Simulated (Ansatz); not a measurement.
# C₂H₅NOS: up Jacob's ladder to CCSD(T)

The task here is to estimate one member of a computed series from the others.

Program: Ansatz 0.2.0, Gaussian basis. Level of theory: functionals in def2-TZVPP, the program's frozen cores in correlated methods. These are calculated values, not measurements.

Levels to be run: PBE-D4, r2SCAN-D4, PBE0-D4, B3LYP-D4, ωB97X-V, ωB97M-V, B2PLYP; CCSD(T)/def2-TZVPP; MP2/def2-QZVPP; extrapolation to the limit.

## The relaxed structure

The geometry comes from an earlier relaxation with PBE0-D4 in a triple-zeta def2 set; it is a stationary point, not always the lowest conformer.

SMILES `N=C(S)CO`, 10 atoms, charge 0, spin multiplicity 1.

Atoms are counted from 1 here; the program's logs count them from 0.

Bond lengths: N1–C2 1.263 Å, N1–H6 1.019 Å, C2–S3 1.768 Å, C2–C4 1.514 Å, S3–H7 1.345 Å, C4–O5 1.407 Å, C4–H8 1.094 Å, C4–H9 1.094 Å, O5–H10 0.961 Å. Angles: C2–N1–H6 113.0°, N1–C2–S3 124.8°, N1–C2–C4 118.8°, S3–C2–C4 116.4°, C2–S3–H7 95.2°, C2–C4–O5 114.8°, C2–C4–H8 106.9°, C2–C4–H9 107.9°, O5–C4–H8 112.7°, O5–C4–H9 106.2°, H8–C4–H9 108.2°, C4–O5–H10 108.6°.

The first run:

in.yaml reads:

```yaml
crystal:
  periodic: [false, false, false]
  atoms:
    - {symbol: N, position_ang: [0.377367, -1.842976, -0.222273]}
    - {symbol: C, position_ang: [0.294480, -0.654021, 0.195094]}
    - {symbol: S, position_ang: [1.339506, 0.054875, 1.432000]}
    - {symbol: C, position_ang: [-0.809384, 0.231329, -0.342012]}
    - {symbol: O, position_ang: [-0.459161, 1.585627, -0.489106]}
    - {symbol: H, position_ang: [1.115308, -2.374511, 0.236610]}
    - {symbol: H, position_ang: [0.844732, 1.299795, 1.311292]}
    - {symbol: H, position_ang: [-1.151740, -0.220281, -1.277969]}
    - {symbol: H, position_ang: [-1.637912, 0.206590, 0.371290]}
    - {symbol: H, position_ang: [0.169906, 1.662473, -1.212026]}
basis:
  gaussian: {orbitals: def2-TZVPP}
hamiltonian: {xc: pbe, dispersion: d4}
output: {forces: true, orbitals: {seedname: orbitals}}
```

On the command line:

```
ansatz run in.yaml --threads 4 --pin off --events-out ev --progress --plain --max-ram 10444MiB
```

Among the steps run: PBE-D4 (GGA); r2SCAN-D4 (meta-GGA); PBE0-D4 (hybrid); B3LYP-D4 (hybrid); ωB97X-V (range-separated); ωB97M-V (range-separated); B2PLYP (double hybrid); CCSD(T) in def2-TZVPP; MP2 in def2-QZVPP.

One of the session's tables, all rows but one given; the rest of the session is left out.

It belongs to the step «Atomisation energies». 

```
            method  atomisation energy (kcal/mol)
            PBE-D4                          936.3
         r2SCAN-D4                          904.2
           PBE0-D4                          907.6
          B3LYP-D4                          902.7
           ωB97X-V                          904.6
           ωB97M-V                          906.6
            B2PLYP                          891.1
     HF/def2-TZVPP                          601.2
    MP2/def2-TZVPP                          892.8
   CCSD/def2-TZVPP                          853.3
CCSD(T)/def2-TZVPP                          872.4
           MP2/CBS                              ?
       CCSD(T)/CBS                          900.8
```

Q: Estimate the row for MP2/CBS from the others.

The run gave: atomisation energy (kcal/mol): 921.2. In the column «atomisation energy (kcal/mol)» it lies between PBE0-D4 (907.6) and PBE-D4 (936.3).

Caveats from the session: Free atoms (1 N, 2 C, 1 S, 1 O, 5 H) were run apart at each level; the atomisation energy is their sum less the molecule, without zero-point or spin-orbit terms.
